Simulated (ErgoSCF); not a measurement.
**PBE0/pc-1 run of BH3 (borane)**

What is the vertical ionisation energy of BH3 (borane) at PBE0/pc-1? 

Program for the calculation: ErgoSCF 3.8.

3 further runs of the same task are left out: 1 that didn't finish, 2 set aside as unsound or not needed.

## (1) Starting point

BH3 has 4 atoms, charge 0, and is taken as a singlet. As SMILES, `B`. The shape is that of a PBE0-D4/def2-TZVP optimisation.

Bond lengths: B1–H2 1.193 Å, B1–H3 1.193 Å, B1–H4 1.193 Å. Angles: H2–B1–H3 120.0°, H2–B1–H4 120.0°, H3–B1–H4 120.0°.

## (2) A single-point energy at PBE0/pc-1

File geom.xyz:

```xyz
4
BH3
B      0.013900    -0.015100    -0.005100
H      0.982200     0.381700     0.568800
H     -0.276200    -1.171800     0.043000
H     -0.664400     0.744900    -0.626900
```

The basis set pc-1 is read from a file made from the Basis Set Exchange's data (not shown).

Launch:

```
$ ergo -m geom.xyz -e 'set_nthreads("env")' -e 'tmpdir = "."' -e 'basis = "pc-1"' -e 'scf.use_diagonalization = 1' -e 'spin_polarization = 0' -e 'scf.max_number_of_iterations = 80' -e 'scf.output_mulliken_pop = 1' -e 'XC.type = "LMG"' -e 'run "PBE0"'
```

Standard output:

```text
INMA ERGO version 3.8
INMA  basis := pc-1
INMA Basis really set to pc-1
INMA  use_diagonalization := 1
INMA  spin_polarization := 0
INMA  max_number_of_iterations := 80
INMA  output_mulliken_pop := 1
INMA  type := LMG
INMA running PBE0
INDF      This is a DFT calculation of type: PBE0
INDF Weighted mixed functional:
INDF               HF exchange:    0.25000
INDF                      Pbex:    0.75000
INDF                      PBEC:    1.00000
INMA Running PBE0
INSC SCF_general constructor, number of basis functions: 29
INSC Min internuclear distance:      2.25530 a.u.  =      1.19345 Angstrom
INSC Max internuclear distance:      3.90648 a.u.  =      2.06722 Angstrom
INSC Euclidean norm of overlap matrix =          4.17072814366  (acc 1.49e-08)
INSC Euclidean norm of invCholFactor after truncation =          6.78814625915
INSC Beginning of SCF cycle 1
INDF Grid for charge 5: 58 radial points, 5960 total, r=10.532549
INDF Grid for charge 1: 42 radial points, 3300 total, r=8.879754
INDF Generating LMG grid Radint = 5e-09 AngInt: [ 6 29 ]
INDF Grid pruned from 15860 to 15631 grid points.
INDF Electrons:   7.9999820  -2e-06: xc energy -2.282612 (serial)
INSC nuclearEnergy, energy_2el, energy = 7.418838, 10.677715, -4.591284
INSC Energy   1 =         -4.59128444833
INSC maxabs FDS-SDF is      1.5
INDE E_HOMO =         -0.79189945222
INDE E_LUMO =         -0.69670382580
INSC Beginning of SCF cycle 2
INDF Electrons:   7.9999943  -7e-07: xc energy -4.362988 (serial)
INSC nuclearEnergy, energy_2el, energy = 7.418838, 20.088320, -24.907406
INSC Energy   2 =        -24.90740566680
INSC maxabs FDS-SDF is     0.62
INSC using DIIS to get combined Fock matrix, number of iters used for DIIS:  2
INDE E_HOMO =         -0.21841742847
INDE E_LUMO =          0.04917948771
INSC Beginning of SCF cycle 3
INDF Electrons:   7.9999796  -3e-06: xc energy -3.776922 (serial)
INSC nuclearEnergy, energy_2el, energy = 7.418838, 14.282114, -26.501028
INSC Energy   3 =        -26.50102753347  ( diff     -1.593621866666865 )
INSC maxabs FDS-SDF is    0.136
INSC using DIIS to get combined Fock matrix, number of iters used for DIIS:  3
INDE E_HOMO =         -0.34992277297
INDE E_LUMO =         -0.05107454315
INSC Beginning of SCF cycle 4
INDF Electrons:   7.9999787  -3e-06: xc energy -3.832683 (serial)
INSC nuclearEnergy, energy_2el, energy = 7.418838, 14.856682, -26.547714
INSC Energy   4 =        -26.54771363307  ( diff     -0.046686099598517 )
INSC maxabs FDS-SDF is   0.0363
INSC using DIIS to get combined Fock matrix, number of iters used for DIIS:  4
INDE E_HOMO =         -0.35968444767
INDE E_LUMO =         -0.06628369943
INSC Beginning of SCF cycle 5
INDF Electrons:   7.9999792  -3e-06: xc energy -3.847909 (serial)
INSC nuclearEnergy, energy_2el, energy = 7.418838, 15.048739, -26.551892
INSC Energy   5 =        -26.55189189585  ( diff     -0.004178262781828 )
INSC maxabs FDS-SDF is  0.00551
INSC using DIIS to get combined Fock matrix, number of iters used for DIIS:  5
INDE E_HOMO =         -0.36461509000
INDE E_LUMO =         -0.07048570200
INSC Beginning of SCF cycle 6
INDF Electrons:   7.9999793  -3e-06: xc energy -3.851488 (serial)
INSC nuclearEnergy, energy_2el, energy = 7.418838, 15.083235, -26.551979
INSC Energy   6 =        -26.55197896419  ( diff     -0.000087068337507 )
INSC maxabs FDS-SDF is 8.02e-05
INSC using DIIS to get combined Fock matrix, number of iters used for DIIS:  6
INDE E_HOMO =         -0.36434613762
INDE E_LUMO =         -0.07033405261
INSC Beginning of SCF cycle 7
INDF Electrons:   7.9999793  -3e-06: xc energy -3.851443 (serial)
INSC nuclearEnergy, energy_2el, energy = 7.418838, 15.083225, -26.551979
INSC Energy   7 =        -26.55197899985  ( diff     -0.000000035666325 )
INSC maxabs FDS-SDF is  3.3e-05
INSC using DIIS to get combined Fock matrix, number of iters used for DIIS:  7
INDE E_HOMO =         -0.36436493064
INDE E_LUMO =         -0.07035449441
INSC Beginning of SCF cycle 8
INDF Electrons:   7.9999793  -3e-06: xc energy -3.851464 (serial)
INSC nuclearEnergy, energy_2el, energy = 7.418838, 15.083446, -26.551979
INSC Energy   8 =        -26.55197900356  ( diff     -0.000000003708912 )
INSC maxabs FDS-SDF is 8.86e-07
INSC using DIIS to get combined Fock matrix, number of iters used for DIIS:  8
INDE E_HOMO =         -0.36436439966
INDE E_LUMO =         -0.07035412268
INSC Beginning of SCF cycle 9
INDF Electrons:   7.9999793  -3e-06: xc energy -3.851464 (serial)
INSC nuclearEnergy, energy_2el, energy = 7.418838, 15.083441, -26.551979
INSC Energy   9 =        -26.55197900356  ( diff     -0.000000000002380 )
INSC maxabs FDS-SDF is 2.78e-08
RESC CONVERGED after   9 iterations.
RESC FINAL ENERGY:        -26.55197900356
TISC Main SCF loop took      0.84 usr cpu s       0.01 sys cpu s       0.85 wall s
INSC SCF: dipole_moment_x [atomic units] =       0.00002649
INSC SCF: dipole_moment_y [atomic units] =      -0.00001143
INSC SCF: dipole_moment_z [atomic units] =      -0.00006562
INSC Sum of Mulliken charges (electrons):       8.0000000
INSC Mulliken charge of atom 0 =       0.0076966
INSC Mulliken charge of atom 1 =      -0.0025676
INSC Mulliken charge of atom 2 =      -0.0025657
INSC Mulliken charge of atom 3 =      -0.0025634
INSC Sum of Mulliken atomic charges:      -0.0000000
```

Wall time 1.2 s (1 thread of Arm Neoverse V1, shared host); peak memory 0.26 GiB.

## (3) The doublet cation at the same level

geom.xyz, as its differences from that of step 2:

```diff
@@ -1,3 +1,3 @@
 4
-BH3
+
 B      0.013900    -0.015100    -0.005100
```

The basis set pc-1 is read from a file made from the Basis Set Exchange's data (not shown).

Launch:

```
$ ergo -m geom.xyz -e 'set_nthreads(1)' -e 'tmpdir = "."' -e 'spin_polarization = 1' -e 'scf.use_diagonalization = 1' -e 'scf.output_mulliken_pop = 1' -e 'charge = 1' -e 'basis = "pc-1"' -e 'XC.type = "LMG"' -e 'scf.max_number_of_iterations = 80' -e 'run "PBE0"'
```

Standard output:

```text
INMA ERGO version 3.8
INMA  spin_polarization := 1
INMA  use_diagonalization := 1
INMA  output_mulliken_pop := 1
INMA  charge := 1
INMA  basis := pc-1
INMA Basis really set to pc-1
INMA  type := LMG
INMA  max_number_of_iterations := 80
INMA running PBE0
INDF      This is a DFT calculation of type: PBE0
INDF Weighted mixed functional:
INDF               HF exchange:    0.25000
INDF                      Pbex:    0.75000
INDF                      PBEC:    1.00000
INMA Running PBE0
INSC SCF_general constructor, number of basis functions: 29
INSC Min internuclear distance:      2.25530 a.u.  =      1.19345 Angstrom
INSC Max internuclear distance:      3.90648 a.u.  =      2.06722 Angstrom
INSC Euclidean norm of overlap matrix =          4.17072814366  (acc 1.49e-08)
INSC Euclidean norm of invCholFactor after truncation =          6.78814625915
INSC Beginning of SCF cycle 1
INDF Grid for charge 5: 58 radial points, 5960 total, r=10.532549
INDF Grid for charge 1: 42 radial points, 3300 total, r=8.879754
INDF Generating LMG grid Radint = 5e-09 AngInt: [ 6 29 ]
INDF Grid pruned from 15860 to 15631 grid points.
INDF Electrons:   6.9999843  -2e-06:  U-xc energy -1.927113 (serial)
INSC nuclearEnergy, energy_2el, energy = 7.418838, 7.991776, -4.441244
INSC Energy   1 =         -4.44124374524
INSC maxabs FDS-SDF (alpha) is    0.766
INSC maxabs FDS-SDF (beta ) is    0.572
INDE E_HOMO =         -1.26216230115
INDE E_LUMO =         -1.15356760490
INDE E_HOMO =         -1.22124456761
INDE E_LUMO =         -1.22123813592
INSC <S2>_exact =   0.750, <S2> =          0.75004127614
INSC Beginning of SCF cycle 2
INDF Electrons:   6.9999964  -5e-07:  U-xc energy -3.983309 (serial)
INSC nuclearEnergy, energy_2el, energy = 7.418838, 16.091120, -24.908580
INSC Energy   2 =        -24.90857992735
INSC maxabs FDS-SDF (alpha) is    0.271
INSC maxabs FDS-SDF (beta ) is    0.227
INSC using DIIS to get combined Fock matrix, number of iters used for DIIS:  2
INDE E_HOMO =         -0.60230946546
INDE E_LUMO =         -0.28801905884
INDE E_HOMO =         -0.57817888123
INDE E_LUMO =         -0.52307374480
INSC <S2>_exact =   0.750, <S2> =          0.75160010315
INSC Beginning of SCF cycle 3
INDF Electrons:   6.9999818  -3e-06:  U-xc energy -3.581868 (serial)
INSC nuclearEnergy, energy_2el, energy = 7.418838, 12.358282, -26.060704
INSC Energy   3 =        -26.06070388392  ( diff     -1.152123956565916 )
INSC maxabs FDS-SDF (alpha) is   0.0286
INSC maxabs FDS-SDF (beta ) is   0.0344
INSC using DIIS to get combined Fock matrix, number of iters used for DIIS:  3
INDE E_HOMO =         -0.68601600821
INDE E_LUMO =         -0.37282174599
INDE E_HOMO =         -0.66498867064
INDE E_LUMO =         -0.59197269324
INSC <S2>_exact =   0.750, <S2> =          0.75321525659
INSC Beginning of SCF cycle 4
INDF Electrons:   6.9999815  -3e-06:  U-xc energy -3.592960 (serial)
INSC nuclearEnergy, energy_2el, energy = 7.418838, 12.513374, -26.071205
INSC Energy   4 =        -26.07120522553  ( diff     -0.010501341616489 )
INSC maxabs FDS-SDF (alpha) is  0.00901
INSC maxabs FDS-SDF (beta ) is   0.0181
INSC using DIIS to get combined Fock matrix, number of iters used for DIIS:  4
INDE E_HOMO =         -0.70540746606
INDE E_LUMO =         -0.38228547222
INDE E_HOMO =         -0.68072344281
INDE E_LUMO =         -0.59075938471
INSC <S2>_exact =   0.750, <S2> =          0.75432608614
INSC Beginning of SCF cycle 5
INDF Electrons:   6.9999817  -3e-06:  U-xc energy -3.600845 (serial)
INSC nuclearEnergy, energy_2el, energy = 7.418838, 12.566734, -26.072511
INSC Energy   5 =        -26.07251127007  ( diff     -0.001306044539028 )
INSC maxabs FDS-SDF (alpha) is  0.00316
INSC maxabs FDS-SDF (beta ) is  0.00495
INSC using DIIS to get combined Fock matrix, number of iters used for DIIS:  5
INDE E_HOMO =         -0.70671617841
INDE E_LUMO =         -0.38609924982
INDE E_HOMO =         -0.68280299214
INDE E_LUMO =         -0.59212364365
INSC <S2>_exact =   0.750, <S2> =          0.75524884896
INSC Beginning of SCF cycle 6
INDF Electrons:   6.9999818  -3e-06:  U-xc energy -3.603611 (serial)
INSC nuclearEnergy, energy_2el, energy = 7.418838, 12.594013, -26.072717
INSC Energy   6 =        -26.07271651277  ( diff     -0.000205242697405 )
INSC maxabs FDS-SDF (alpha) is 0.000585
INSC maxabs FDS-SDF (beta ) is  0.00096
INSC using DIIS to get combined Fock matrix, number of iters used for DIIS:  6
INDE E_HOMO =         -0.70709050783
INDE E_LUMO =         -0.38613931389
INDE E_HOMO =         -0.68329687336
INDE E_LUMO =         -0.59167484890
INSC <S2>_exact =   0.750, <S2> =          0.75567798897
INSC Beginning of SCF cycle 7
INDF Electrons:   6.9999818  -3e-06:  U-xc energy -3.603985 (serial)
INSC nuclearEnergy, energy_2el, energy = 7.418838, 12.594855, -26.072730
INSC Energy   7 =        -26.07273047835  ( diff     -0.000013965582909 )
INSC maxabs FDS-SDF (alpha) is 0.000364
INSC maxabs FDS-SDF (beta ) is 0.000317
INSC using DIIS to get combined Fock matrix, number of iters used for DIIS:  7
INDE E_HOMO =         -0.70705213143
INDE E_LUMO =         -0.38596235280
INDE E_HOMO =         -0.68323249375
INDE E_LUMO =         -0.59145794687
INSC <S2>_exact =   0.750, <S2> =          0.75572506715
INSC Beginning of SCF cycle 8
INDF Electrons:   6.9999818  -3e-06:  U-xc energy -3.603944 (serial)
INSC nuclearEnergy, energy_2el, energy = 7.418838, 12.594130, -26.072734
INSC Energy   8 =        -26.07273426925  ( diff     -0.000003790899825 )
INSC maxabs FDS-SDF (alpha) is 0.000219
INSC maxabs FDS-SDF (beta ) is 0.000292
INSC using DIIS to get combined Fock matrix, number of iters used for DIIS:  8
INDE E_HOMO =         -0.70698580226
INDE E_LUMO =         -0.38581728918
INDE E_HOMO =         -0.68314009804
INDE E_LUMO =         -0.59131867317
INSC <S2>_exact =   0.750, <S2> =          0.75573154726
INSC Beginning of SCF cycle 9
INDF Electrons:   6.9999818  -3e-06:  U-xc energy -3.603888 (serial)
INSC nuclearEnergy, energy_2el, energy = 7.418838, 12.593521, -26.072741
INSC Energy   9 =        -26.07274073951  ( diff     -0.000006470255045 )
INSC maxabs FDS-SDF (alpha) is 0.000268
INSC maxabs FDS-SDF (beta ) is 0.000254
INSC using DIIS to get combined Fock matrix, number of iters used for DIIS:  9
INDE E_HOMO =         -0.70720248902
INDE E_LUMO =         -0.38586335553
INDE E_HOMO =         -0.68325285463
INDE E_LUMO =         -0.59131539028
INSC <S2>_exact =   0.750, <S2> =          0.75570143902
INSC Beginning of SCF cycle 10
INDF Electrons:   6.9999818  -3e-06:  U-xc energy -3.603897 (serial)
INSC nuclearEnergy, energy_2el, energy = 7.418838, 12.593692, -26.072753
INSC Energy  10 =        -26.07275306839  ( diff     -0.000012328886662 )
INSC maxabs FDS-SDF (alpha) is 0.000143
INSC maxabs FDS-SDF (beta ) is 0.000157
INSC using DIIS to get combined Fock matrix, number of iters used for DIIS: 10
INDE E_HOMO =         -0.70730035781
INDE E_LUMO =         -0.38584379239
INDE E_HOMO =         -0.68331509627
INDE E_LUMO =         -0.59119932662
INSC <S2>_exact =   0.750, <S2> =          0.75568958526
INSC Beginning of SCF cycle 11
INDF Electrons:   6.9999818  -3e-06:  U-xc energy -3.603893 (serial)
INSC nuclearEnergy, energy_2el, energy = 7.418838, 12.593701, -26.072760
INSC Energy  11 =        -26.07276022743  ( diff     -0.000007159039441 )
INSC maxabs FDS-SDF (alpha) is 4.23e-05
INSC maxabs FDS-SDF (beta ) is 3.11e-05
INSC using DIIS to get combined Fock matrix, number of iters used for DIIS: 10
INDE E_HOMO =         -0.70735833603
INDE E_LUMO =         -0.38584763130
INDE E_HOMO =         -0.68323236443
INDE E_LUMO =         -0.59129290809
INSC <S2>_exact =   0.750, <S2> =          0.75567956767
INSC Beginning of SCF cycle 12
INDF Electrons:   6.9999818  -3e-06:  U-xc energy -3.603882 (serial)
INSC nuclearEnergy, energy_2el, energy = 7.418838, 12.593631, -26.072760
INSC Energy  12 =        -26.07276044131  ( diff     -0.000000213881272 )
INSC maxabs FDS-SDF (alpha) is 6.63e-06
INSC maxabs FDS-SDF (beta ) is 7.39e-06
INSC using DIIS to get combined Fock matrix, number of iters used for DIIS: 10
INDE E_HOMO =         -0.70735710280
INDE E_LUMO =         -0.38584554209
INDE E_HOMO =         -0.68323858590
INDE E_LUMO =         -0.59127974463
INSC <S2>_exact =   0.750, <S2> =          0.75568210040
INSC Beginning of SCF cycle 13
INDF Electrons:   6.9999818  -3e-06:  U-xc energy -3.603884 (serial)
INSC nuclearEnergy, energy_2el, energy = 7.418838, 12.593647, -26.072760
INSC Energy  13 =        -26.07276044481  ( diff     -0.000000003492900 )
INSC maxabs FDS-SDF (alpha) is 2.83e-06
INSC maxabs FDS-SDF (beta ) is  1.6e-06
INSC using DIIS to get combined Fock matrix, number of iters used for DIIS: 10
INDE E_HOMO =         -0.70736361005
INDE E_LUMO =         -0.38584598708
INDE E_HOMO =         -0.68323201928
INDE E_LUMO =         -0.59128839181
INSC <S2>_exact =   0.750, <S2> =          0.75568144557
INSC Beginning of SCF cycle 14
INDF Electrons:   6.9999818  -3e-06:  U-xc energy -3.603884 (serial)
INSC nuclearEnergy, energy_2el, energy = 7.418838, 12.593644, -26.072760
INSC Energy  14 =        -26.07276044540  ( diff     -0.000000000595662 )
INSC maxabs FDS-SDF (alpha) is 4.68e-07
INSC maxabs FDS-SDF (beta ) is 4.86e-07
INSC using DIIS to get combined Fock matrix, number of iters used for DIIS: 10
INDE E_HOMO =         -0.70736309461
INDE E_LUMO =         -0.38584567906
INDE E_HOMO =         -0.68323258832
INDE E_LUMO =         -0.59128731570
INSC <S2>_exact =   0.750, <S2> =          0.75568164798
INSC Beginning of SCF cycle 15
INDF Electrons:   6.9999818  -3e-06:  U-xc energy -3.603884 (serial)
INSC nuclearEnergy, energy_2el, energy = 7.418838, 12.593644, -26.072760
INSC Energy  15 =        -26.07276044539  ( diff      0.000000000016250 )
INSC maxabs FDS-SDF (alpha) is 8.35e-08
INSC maxabs FDS-SDF (beta ) is 9.66e-08
RESC CONVERGED after  15 iterations.
RESC FINAL ENERGY:        -26.07276044539
RESC FINAL <S2> =          0.75568164798
TISC Main SCF loop took      2.09 usr cpu s       0.04 sys cpu s       2.13 wall s
INSC SCF: dipole_moment_x [atomic units] =       0.28163820
INSC SCF: dipole_moment_y [atomic units] =       0.07636573
INSC SCF: dipole_moment_z [atomic units] =       0.14166196
INSC Sum of Mulliken charges (electrons):       7.0000000
INSC Mulliken charge of atom 0 =       0.2139212
INSC Mulliken charge of atom 1 =       0.3445450
INSC Mulliken charge of atom 2 =       0.2207284
INSC Mulliken charge of atom 3 =       0.2208055
INSC Sum of Mulliken atomic charges:       1.0000000
INSC Mulliken spin density of atom 0 =       0.3511385
INSC Mulliken spin density of atom 1 =       0.4322595
INSC Mulliken spin density of atom 2 =       0.1081762
INSC Mulliken spin density of atom 3 =       0.1084258
INSC Sum of Mulliken atomic spin densities:       1.0000000
```

Wall time 2.5 s (1 thread of Arm Neoverse V1, shared host); peak memory 0.26 GiB.

## (4) Results

Level: PBE0/pc-1.

| quantity | value |
| --- | --- |
| singlet BH3: total energy | -26.55198 Eh |
| singlet BH3: dipole moment | 0.00 D |
| doublet cation: total energy | -26.07276 Eh |
| doublet cation: ⟨S²⟩ | 0.756 |
| vertical ionisation energy (to the doublet cation) | 13.040 eV |

**Reading.** The vertical ionisation energy comes to 13.04 eV (1258 kJ/mol).
